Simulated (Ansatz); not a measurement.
# SiNHO (triplet): the correlation ladder at a displaced geometry (v2), cc-pVDZ

Aim: climb from Hartree-Fock through coupled cluster for SiNHO (triplet) at one geometry and basis, and see what each rung misses.

Computed with Ansatz 0.2.0, Gaussian basis. Level: cc-pVDZ, core rule «outside noble gas», up to 7 orbitals frozen.

Plan: UHF; CCSD(T) on ROHF; CCSD(T) on UHF; BCCD(T) on ROHF; CISD as a restricted active space (open shells left free, so some higher excitations enter); CCSDT(Q) on ROHF; CCSDT(Q) on UHF.

31 further runs of the same task are left out: 4 for a known fault of the program, 8 that didn't finish, 19 set aside as unsound or not needed. Runs told in other sessions of the task aren't counted.

## 1. The geometry

The geometry is a PBE0/def2-TZVP stationary point (not a proven minimum) with its atoms shifted at random (size 0.100 Å).

4 atoms, charge 0, spin multiplicity 3.

Atoms are counted from 1 here; the program's logs count them from 0.

Bond lengths: O1–N2 1.195 Å, N2–Si3 1.801 Å, Si3–H4 1.463 Å. Angles: O1–N2–Si3 133.8°, N2–Si3–H4 90.1°.

## 2. UHF

Contents of in.yaml:

```yaml
crystal:
  periodic: [false, false, false]
  atoms:
    - {symbol: O, position_ang: [0.081103, -0.133501, 1.619340]}
    - {symbol: N, position_ang: [-0.083771, 0.400038, 0.562423]}
    - {symbol: Si, position_ang: [-0.007150, -0.167233, -1.145394]}
    - {symbol: H, position_ang: [0.075958, 1.219871, -1.604445]}
basis:
  gaussian: {orbitals: cc-pVDZ}
magnetization: {spin_polarized: true, initial_magnetization: 2}
hamiltonian: {xc: hf}
output: {orbitals: {seedname: orbitals}}
```

On the command line:

```bash
$ ansatz run in.yaml --threads 1 --pin off --events-out ev --progress --plain --max-ram 2393MiB
```

After this run come: CCSD(T) on ROHF; CCSD(T) on UHF; BCCD(T) on ROHF; CISD as a restricted active space (open shells left free, so some higher excitations enter); CCSDT(Q) on ROHF; CCSDT(Q) on UHF.

Q: Predict the results of all the runs planned. Wanted: RCCSDT(Q) from the RHF energy; RMP2 from RCCSDT(Q); UMP2 from RCCSDT(Q); RCCSD from RCCSDT(Q); RCCSD(T) from RCCSDT(Q); UCCSD(T) from RCCSDT(Q); UCCSDT(Q) from RCCSDT(Q); T1 diagnostic.

**Answer**, as computed:

```
                         quantity          value
    RCCSDT(Q) from the ROHF energy    -12.5131 eV
              RMP2 from RCCSDT(Q)  +106.6 kJ/mol
              UMP2 from RCCSDT(Q)  +142.2 kJ/mol
             RCCSD from RCCSDT(Q)   +52.6 kJ/mol
          RCCSD(T) from RCCSDT(Q)   +10.3 kJ/mol
          UCCSD(T) from RCCSDT(Q)   +10.9 kJ/mol
         UCCSDT(Q) from RCCSDT(Q)    -0.6 kJ/mol
levels within 1 kcal/mol (43 meV)      UCCSDT(Q)
                    T1 diagnostic          0.040
```

In words: RCCSD(T) lands +10.3 kJ/mol from the yardstick (0.9 % of the correlation energy). These misses are within one basis, not against nature; the frozen cores of restricted and unrestricted runs differ, which can shift their rows.

With open shells the CI space here admits some higher excitations, so it is larger than plain CISD.
